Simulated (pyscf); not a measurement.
Single points on ωB97X-D3(BJ)/def2-SVP structures (PySCF, gas phase).

**Question.** Estimate the classical barrier height and the reaction energy of F–SiH•–F + NH₃ -> HF + H₂N–SiH•–F at PBE/def2-TZVP. The step runs on the doublet surface, breaks F–Si, H–N and forms F–H, N–Si; take the separated reactants as zero.

**Answer.** ΔE‡ = 66.4 kJ/mol, ΔE = +80.6 kJ/mol. ωB97M-D3(BJ)/def2-TZVP gives 86.5 kJ/mol and +80.8 kJ/mol. Zero-point energy shifts the barrier by +0.4 kJ/mol. It is a four-centre exchange, with an imaginary mode of 714i cm⁻¹. On the reactant side the descent ends in an adduct with a N–Si contact, 21.5 kJ/mol under the separated species and 105.8 kJ/mol under the saddle at ωB97X-D3(BJ)/def2-TZVP. On the product side the descent ends in a complex, 32.8 kJ/mol under the separated species and 40.4 kJ/mol under the saddle at ωB97X-D3(BJ)/def2-TZVP. At PBE the saddle lies under the separated products, which points to a path from their complex (located at ωB97X-D3(BJ) alone), and parting the products costs more than the saddle. What is counted as formed (N–Si) is already present as a longer contact in the reactant adduct; forming that adduct is a step of its own. The same reactants have a lower exit, to H₂N–SiH(F)–F + H• (barrier +60.1 kJ/mol at ωB97M-D3(BJ), against +86.5 kJ/mol here). One saddle was located; it need not be the lowest between these sides.
